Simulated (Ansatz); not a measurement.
How far each method lies from UCCSDT(Q) for SiCl, doublet

Geometry: a point of a stretch scan, not a stationary point.

| atom | x (Å) | y (Å) | z (Å) |
| --- | --- | --- | --- |
| Si | 0.0000 | 0.0000 | 0.0000 |
| Cl | 0.0000 | 0.0000 | 2.8030 |

Basis cc-pVTZ; Ansatz 0.2.0. Correlated methods freeze the noble-gas cores, which leaves 11 electrons in 58 orbitals. R marks a restricted (for open shells ROHF) determinant, U an unrestricted one. Active spaces: pair = (3e, 3o) about the gap; valence = (11e, 8o) chosen from the atoms' valence shells.

Full CI isn't at hand for all of this; UCCSDT(Q) serves as the reference, and is uncertain by the last step of the cluster series or more. The frozen core follows each run's orbitals, which can shift R against U totals by a few meV.

For open shells CISD is restricted-active-space CI with the open shells as a complete middle space.

- UHF ⟨S²⟩: 0.770
- T1 diagnostic (RCCSD): 0.0277
- largest doubles amplitude (RCCSD): 0.095
- T1 diagnostic (UCCSD): 0.0250

```csv
level,E − E(UCCSDT(Q)) (meV),share of correlation (%),wall time
RHF,8449,0.00,–
UHF,8313,1.60,–
RMP2,1307,84.53,–
UMP2,1320,84.38,–
CISD,1194,85.86,6.5 s
RCCSD,466,94.48,–
UCCSD,461,94.55,–
RCCSD(T),79,99.07,13 s
UCCSD(T),79,99.06,23 s
BCCD(T),82,99.03,7 s
RCCSDT,37,99.56,–
UCCSDT,36,99.57,–
RCCSDT(Q),9,99.89,18 s (H100)
CASSCF (valence space),7444,11.90,–
NEVPT2 (valence space),1705,79.82,2.3 s
NEVPT4(SD) (valence space),222,97.38,9.5 s (H100)
MRCISD (valence space),856,89.86,–
MRCISD+Q (valence space),145,98.28,6.5 s (H100)
```

The correlation energy at UCCSDT(Q), counted from RHF, is -8.449 eV. That run took 22 s on 2 threads of AMD EPYC 7R13 with a shared H100 80 GB, shared host.

Run but not shown, since their state, orbitals or frozen core can't be matched to the reference's or they repeat it: CASSCF (pair space), NEVPT2 (pair space), MRCISD (pair space), MRCISD+Q (pair space).

Times hold each run's SCF and search for its determinant on a shared host, so for small cases they say little of a method's own cost; rows without a card ran on 1 thread of AMD EPYC 7R13. Some runs computed forces too.

Natural occupations of CASSCF (valence space) about the gap: 1.997 1.990 1.960 1.930 1.003 0.067 0.054; effectively unpaired electrons, Σ n²(2−n)², 1.05.
